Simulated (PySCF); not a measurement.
ethane (C2H6), SMILES CC. Atoms are numbered in the order given.

```xyz
8

C      0.0000     0.0000    -0.7616
C      0.0000     0.0000     0.7616
H     -0.8813    -0.5088    -1.1594
H      0.8813    -0.5088    -1.1594
H      0.0000     1.0177    -1.1594
H     -0.8813     0.5088     1.1594
H      0.8813     0.5088     1.1594
H      0.0000    -1.0177     1.1594
```

Coordinates come from a r2SCAN-D4/def2-TZVP optimisation.

All values below come from PySCF 2.14.0 with r2SCAN-D4/def2-TZVP.

Harmonic, unscaled wavenumbers; measured fundamentals usually lie a few per cent lower.

Modes within 1.5 cm⁻¹ of each other (mostly degenerate sets) share a row, with their intensities summed.

```json
[
 {"mode": "1", "ν (cm⁻¹)": "316", "IR (km/mol)": "0.0", "Raman (Å⁴/amu)": "0.0", "depolarisation": "–", "moving atoms (share of kinetic energy)": "H 100 %"},
 {"mode": "2–3", "ν (cm⁻¹)": "824", "IR (km/mol)": "8.9", "Raman (Å⁴/amu)": "0.0", "depolarisation": "–", "moving atoms (share of kinetic energy)": "H 95 %"},
 {"mode": "4", "ν (cm⁻¹)": "1009", "IR (km/mol)": "0.0", "Raman (Å⁴/amu)": "10.1", "depolarisation": "0.21", "moving atoms (share of kinetic energy)": "C 76 %, H 24 %"},
 {"mode": "5–6", "ν (cm⁻¹)": "1218", "IR (km/mol)": "0.0", "Raman (Å⁴/amu)": "0.5", "depolarisation": "0.75", "moving atoms (share of kinetic energy)": "H 65 %, C 35 %"},
 {"mode": "7", "ν (cm⁻¹)": "1398", "IR (km/mol)": "1.3", "Raman (Å⁴/amu)": "0.0", "depolarisation": "–", "moving atoms (share of kinetic energy)": "H 83 %, C 17 %"},
 {"mode": "8", "ν (cm⁻¹)": "1412", "IR (km/mol)": "0.0", "Raman (Å⁴/amu)": "1.6", "depolarisation": "0.73", "moving atoms (share of kinetic energy)": "H 79 %, C 21 %"},
 {"mode": "9–12", "ν (cm⁻¹)": "1501", "IR (km/mol)": "21.8", "Raman (Å⁴/amu)": "42.4", "depolarisation": "0.75", "moving atoms (share of kinetic energy)": "H 99 %"},
 {"mode": "13", "ν (cm⁻¹)": "3031", "IR (km/mol)": "0.0", "Raman (Å⁴/amu)": "294.4", "depolarisation": "0.01", "moving atoms (share of kinetic energy)": "H 97 %"},
 {"mode": "14", "ν (cm⁻¹)": "3033", "IR (km/mol)": "66.6", "Raman (Å⁴/amu)": "0.0", "depolarisation": "–", "moving atoms (share of kinetic energy)": "H 97 %"},
 {"mode": "15–16", "ν (cm⁻¹)": "3088", "IR (km/mol)": "0.0", "Raman (Å⁴/amu)": "290.3", "depolarisation": "0.75", "moving atoms (share of kinetic energy)": "H 91 %, C 9 %"},
 {"mode": "17–18", "ν (cm⁻¹)": "3115", "IR (km/mol)": "131.6", "Raman (Å⁴/amu)": "0.0", "depolarisation": "–", "moving atoms (share of kinetic energy)": "H 91 %, C 9 %"}
]
```
